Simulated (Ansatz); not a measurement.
## Breaking a bond in CH5Si (SMILES [CH2][SiH3])

The species is CH5Si (7 atoms), meant as a doublet with charge 0. As SMILES, `[CH2][SiH3]`. Geometry: relaxed at PBE0-D4/def2-TZVP.

```xyz
7

C    -0.1726   -1.1030    0.0474
Si    0.1323    0.7098   -0.0290
H    -1.1390   -1.5222    0.3085
H     0.5883   -1.8348   -0.2038
H    -0.1912    1.2566   -1.3791
H    -0.7197    1.4201    0.9618
H     1.5631    1.0056    0.2485
```

The C1–Si2 distance is scanned; the parts on either side stay rigid. Basis STO-3G, 6 core orbitals frozen in the correlated methods; program Ansatz 0.2.0. FCI is exact within this basis and core. Energies in eV from each method's value at 1.840 Å; open shells run as named. The shape above is that at 1.840 Å.

```csv
distance (Å),UPBE,U-revPBE,U-r2SCAN,U-r2SCAN0,UMP2,FCI
1.840,0.00,0.00,0.00,0.00,0.00,0.00
2.300,1.48,1.42,1.57,1.70,1.71,1.46
2.760,3.70,3.60,3.85,4.03,3.93,3.50
3.680,5.57,5.36,5.34,5.30,4.71,4.77
4.600,5.70,5.47,5.43,5.36,4.74,4.83
```

Departure from the FCI curve at its largest: UPBE +0.87 eV at 4.60 Å; U-revPBE +0.64 eV at 4.60 Å; U-r2SCAN +0.59 eV at 4.60 Å; U-r2SCAN0 +0.53 eV at 2.76 Å; UMP2 +0.43 eV at 2.76 Å. For the functionals part of the departure is owed to the small basis.
